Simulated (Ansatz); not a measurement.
in.yaml

```yaml
crystal:
  periodic: [false, false, false]
  atoms:
    - {symbol: Ti, position_ang: [0.000000, 0.000000, 0.000000]}
    - {symbol: O, position_ang: [0.000000, 0.000000, 1.899400]}
basis:
  gaussian: {orbitals: def2-SVP}
total_charge: 1
magnetization: {spin_polarized: false, initial_magnetization: 5}
correlation: {method: ccsdtq, electrons: outside_noble_gas}
```

```sh
$ ansatz run in.yaml --threads 2 --pin off --events-out ev --progress --plain --max-ram 24576MiB --backend cuda --devices 0, --max-vram 18GiB
```

Log:

```
826 factors; integrals over basis functions are off by at most 2.6e-7 eV
mean field evaluation 1: about -25108.0299 eV, gradient 1.6e1 eV
mean field evaluation 2: about -25108.1443 eV, gradient 1.5e1 eV
mean field evaluation 4: about -25109.0090 eV, gradient 1.4e0 eV
mean field evaluation 8: about -25109.0221 eV, gradient 6.5e-3 eV
mean field evaluation 16: about -25109.1217 eV, gradient 7.9e-1 eV
mean field evaluation 32: about -25109.4780 eV, gradient 1.6e0 eV
mean field evaluation 64: about -25109.0221 eV, gradient 3.0e-5 eV
mean field evaluation 96: about -25107.9020 eV, gradient 1.3e1 eV
mean field evaluation 128: about -25108.4452 eV, gradient 1.7e-6 eV
mean field evaluation 160: about -25108.8581 eV, gradient 2.2e-3 eV
...
cycle  32  -3.96121098 eV  change    3.4e-7 eV  update   6.2e-7
cycle  33  -3.96121068 eV  change    2.9e-7 eV  update   5.3e-7
cycle  34  -3.96121053 eV  change    1.6e-7 eV  update   7.0e-7
cycle  35  -3.96121032 eV  change    2.1e-7 eV  update   5.2e-7
cycle  36  -3.96121016 eV  change    1.6e-7 eV  update   7.1e-7
cycle  37  -3.96120995 eV  change    2.1e-7 eV  update   6.3e-7
cycle  38  -3.96120957 eV  change    3.7e-7 eV  update   4.8e-7
cycle  39  -3.96120906 eV  change    5.1e-7 eV  update   4.4e-7
cycle  40  -3.96120879 eV  change    2.7e-7 eV  update   1.2e-6
cycle  41  -3.96120854 eV  change    2.6e-7 eV  update   7.9e-7
Total energy: -25113.51359092 eV, -922.9046019154 hartree
```

Ran on 2 threads of AMD EPYC 7R13 with a shared H100 80 GB, shared host: 4.9 min wall, 1.1 GiB peak host memory.
